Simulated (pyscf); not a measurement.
Four-centre exchange: `[OH][PH2]` + `[H][H]` → `[OH][PH2]` + `[H][H]`

Gas phase, singlet surface, charge 0. Bonds broken: O2–H6, H5–H7. Bonds formed: O2–H5, H6–H7. PySCF, gas phase, ωB97X-D3(BJ)/def2-SVP geometries.

Transition state (Å):

```xyz
7

P     -1.8990    -0.5523     0.2716
O     -0.2853    -0.0519     0.4030
H     -1.6482    -1.8550    -0.2528
H     -2.1878    -0.0160    -1.0297
H      0.3475     0.2531    -0.6140
H      0.0075     1.0778     0.0089
H      0.5707     1.2871    -0.9202
```

One imaginary mode, 2803i cm⁻¹; descent along it reached the two sides named.

```tsv
bond	change	reactant side (Å)	saddle	product side
O2–H6	breaks	0.964	1.232	2.463
H5–H7	breaks	0.762	1.101	3.4
O2–H5	forms	2.420	1.236	0.965
H6–H7	forms	3.5	1.106	0.761
```

Electronic energies relative to the separated reactants (kcal/mol):

```csv
level,barrier,reaction energy,reverse barrier
ωB97X-D3(BJ)/def2-TZVP,69.4,0.0,69.4
PBE/def2-TZVP,58.8,0.0,58.8
r²SCAN/def2-TZVP,63.7,0.0,63.7
B3LYP-D3(BJ)/def2-TZVP,66.4,0.0,66.4
PBE0-D3(BJ)/def2-TZVP,64.5,0.0,64.5
M06-2X/def2-TZVP,70.6,0.0,70.6
ωB97M-D3(BJ)/def2-TZVP,67.6,0.0,67.6
HF/def2-TZVP,90.6,0.0,90.6
```

With ωB97M-D3(BJ)/def2-TZVP energies and thermal terms (ideal gas, 1 atm, RRHO with modes under 100 cm⁻¹ raised to 100, one conformer, R ln 2 for chiral ones without a mode under 150 cm⁻¹), in kcal/mol:

| T (K) | ΔH‡ | ΔG‡ | ΔH | ΔG |
|---|---|---|---|---|
| 298 | 65.6 | 73.0 | 0.0 | 0.0 |
| 600 | 64.9 | 80.7 | 0.0 | 0.0 |
| 900 | 64.9 | 88.7 | 0.0 | 0.0 |
| 1200 | 65.3 | 96.6 | 0.0 | 0.0 |

The same reactants have a lower exit, to PH₃ + H₂O (barrier +59.1 kcal/mol at ωB97M-D3(BJ)/def2-TZVP, against +67.6 kcal/mol here). This is the saddle that the search found; another between the same sides may lie lower.
